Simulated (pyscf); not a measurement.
Thermochemistry of product channels of disilane (H₃Si–SiH₃) + difluorocarbene (F–C:–F) [singlet] on the singlet surface, in kJ/mol, from CCSD(T)/def2-TZVPP + ΔMP2(QZVPP) energies (ideal gas, 1 atm, RRHO with modes under 100 cm⁻¹ raised to 100, one conformer, R ln 2 for chiral ones without a mode under 150 cm⁻¹). Optimised with ωB97X-D3(BJ)/def2-SVP in PySCF. Correlated levels are frozen-core, on RHF or UHF. ΔMP2 is the change of the MP2 total energy from the triple- to the quadruple-zeta basis.

| products | ΔE | ΔH(298 K) | ΔG(298 K) | ΔG(1200 K) |
|---|---|---|---|---|
| F–SiH₃ + F–C:–SiH₃ [singlet] | -13.4 | -12.2 | -15.8 | -25.7 |
| F–C:–SiH₂–SiH₃ [singlet] + hydrogen fluoride (HF) | … | +106.2 | +105.0 | +91.8 |
| F–SiH₂–SiH₃ + :HC–F [singlet] | … | -35.6 | -41.5 | -59.6 |

Q: Complete the blanks.

A: 
- F–C:–SiH₂–SiH₃ [singlet] + hydrogen fluoride (HF), ΔE: +102.5
- F–SiH₂–SiH₃ + :HC–F [singlet], ΔE: -39.4

These are energies of the channels, which say nothing of barriers. F–C:–SiH₃ [singlet] lies 174.6 kJ/mol over its isomer F–CH=SiH₂ (electronic energy, ωB97M-D3(BJ)). F–C:–SiH₃ [singlet] is an excited spin state, 17.9 kJ/mol over the triplet at ωB97X-D3(BJ). F–C:–SiH₂–SiH₃ [singlet] is an excited spin state, 12.9 kJ/mol over the triplet at ωB97X-D3(BJ). 3 of the closed-shell references are unstable towards spin polarisation; treat their single-reference values with care. The CCSD(T) − MP2 part came from Ansatz, without density fitting, on the same reference.
